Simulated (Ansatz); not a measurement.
# MgCl (quartet): the correlation ladder, aug-cc-pVDZ

One table from this session's results is given with a row withheld; the runs are named, their logs left out.

Method: aug-cc-pVDZ, core rule «outside noble gas», up to 10 orbitals frozen; program: Ansatz 0.2.0, Gaussian basis.

Plan: UHF; CCSD(T) on ROHF; CCSD(T) on UHF; BCCD(T) on ROHF; CISD as a restricted active space (open shells left free, so some higher excitations enter); CCSDT(Q) on ROHF; CCSDT(Q) on UHF.

34 further runs of the same task are left out: 12 for a known fault of the program, 8 that didn't finish, 14 set aside as unsound or not needed. Runs told in other sessions of the task aren't counted.

## The system

The geometry is a PBE0/def2-TZVPD stationary point (not a proven minimum) of the parent state, kept for this charge and spin.

2 atoms, charge 0, spin multiplicity 4.

Atoms are counted from 1 here; the program's logs count them from 0.

Bond lengths: Cl1–Mg2 2.297 Å.

Set-up of the first run:

Input file in.yaml:

```yaml
crystal:
  periodic: [false, false, false]
  atoms:
    - {symbol: Cl, position_ang: [0.000000, 0.000000, 0.000000]}
    - {symbol: Mg, position_ang: [0.000000, 0.000000, 2.296700]}
basis:
  gaussian: {orbitals: aug-cc-pVDZ}
magnetization: {spin_polarized: true, initial_magnetization: 3}
hamiltonian: {xc: hf}
output: {orbitals: {seedname: orbitals}}
```

Launch:

```sh
> ansatz run in.yaml --threads 1 --pin off --events-out ev --progress --plain --max-ram 2393MiB
```

Among the steps run: UHF; CCSD(T) on ROHF; CCSD(T) on UHF; BCCD(T) on ROHF; CISD as a restricted active space (open shells left free, so some higher excitations enter); CCSDT(Q) on ROHF; CCSDT(Q) on UHF.

One of the session's tables, all rows but one given; the rest of the session is left out.

It belongs to the step «Misses and costs». 

```
   method  from UCCSDT(Q) (kcal/mol)
     ROHF                     +98.86
      UHF                     +95.99
     RMP2                     +16.05
     UMP2                     +16.54
     CISD                      +7.81
    RCCSD                      +3.78
    UCCSD                      +3.69
 RCCSD(T)                      +1.85
 UCCSD(T)                      +1.83
  BCCD(T)                      +1.85
   RCCSDT                      +0.62
   UCCSDT                          ?
RCCSDT(Q)                      -0.06
UCCSDT(Q)                          0
```

Q: Estimate the row for UCCSDT from the others.

**Answer.** from UCCSDT(Q) (kcal/mol): +0.64. In the column «from UCCSDT(Q) (kcal/mol)» it lies between RCCSDT (+0.62) and UCCSD(T) (+1.83).

To keep in mind: Restricted and unrestricted rows rest on different reference determinants; a gap between their highest levels can come from leftover correlation error, from unlike frozen cores or from another state.
